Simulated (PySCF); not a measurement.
**Threshold energies of NO in a plasma**

PBE in PySCF with def2-TZVPPD on every atom, for the lowest determinant that a PBE0 search found; no spin–orbit coupling.

```tsv
species	state (unpaired electrons)	Re (Å)	ωe (cm⁻¹)	energy of the minimum from the neutral (eV)	De (eV)	dissociates to
NO	doublet (π ↑)	1.158	1890	0.00	7.45	N + O
NO⁺	singlet (closed shell)	1.070	2363	9.48	12.02	N + O⁺
```

Q: Work out the lowest energy to break NO into atoms, from its vibrational ground state.

A: D0 = De − ωe/2 = 7.45 − 0.12 = 7.33 eV (PBE/def2-TZVPPD).

Q: Work out the ionisation energy of the O atom at this level and the threshold of dissociative ionisation.

A: IE(O) = 9.48 + 12.02 − 7.45 = 14.05 eV, so N + O⁺ + e⁻ appears at D0 + IE(O) = 21.38 eV (PBE/def2-TZVPPD). The measured IE(O) is 13.618 eV (NIST ASD).

These are thermodynamic thresholds; the onsets seen under electron impact lie higher where the geometry changes, and cross-sections peak well above them.

For an ion De counts to the pair picked by the measured ionisation energies or electron affinities, which need not be the lowest pair at this level. States were picked by a PBE0 search and need not be the measured ground states.
